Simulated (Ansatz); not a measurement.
**Worked example: correlation energy of HN–CH₂, triplet**

Geometry: that of the HN–CH2, singlet, kept fixed. The singlet lies 4.8 eV lower here.

```yaml
atoms:
  - { symbol: N, position_ang: [0.0000, -0.1232, -0.6250] }
  - { symbol: C, position_ang: [0.0000, 0.0600, 0.6223] }
  - { symbol: H, position_ang: [0.0000, -0.8099, 1.2818] }
  - { symbol: H, position_ang: [0.0000, 1.0402, 1.1129] }
  - { symbol: H, position_ang: [0.0000, 0.7666, -1.1253] }
```

Basis cc-pVDZ; Ansatz 0.2.0. Only valence electrons are correlated (noble-gas cores frozen), which leaves 12 electrons in 41 orbitals. R marks a restricted (for open shells ROHF) determinant, U an unrestricted one.

Full CI isn't at hand for all of this; UCCSDT(Q) serves as the reference, and is uncertain by about the last step of the cluster series.

Runs differ by some tens of microhartree through their thresholds and, for an open shell, their frozen cores, so steps under 0.03 kcal/mol mean nothing.

| level | total energy (hartree) |
| --- | --- |
| UHF | -93.898943 |
| UMP2 | -94.159414 |
| UCCSD | -94.190384 |
| UCCSD(T) | -94.197743 |
| UCCSDT | -94.198571 |
| UCCSDT(Q) | -94.199100 |

Q: What is the correlation energy at UCCSDT(Q), and what share of it do UMP2 and UCCSD recover?

A: E(corr) = -94.199100 − (-93.898943) = -0.300157 hartree = -8.168 eV. UMP2: -0.260471 / -0.300157 = 86.78 %. UCCSD: -0.291441 / -0.300157 = 97.10 %.

Q: By how many kcal/mol does UCCSD(T) miss UCCSDT(Q) (1 hartree = 627.509 kcal/mol), and which steps make up the rest?

A: -94.197743 − (-94.199100) = 0.001357 hartree = 0.85 kcal/mol. Steps: UCCSDT − UCCSD(T) = -0.52, UCCSDT(Q) − UCCSDT = -0.33 kcal/mol. Differences between like states or geometries often cancel part of this.
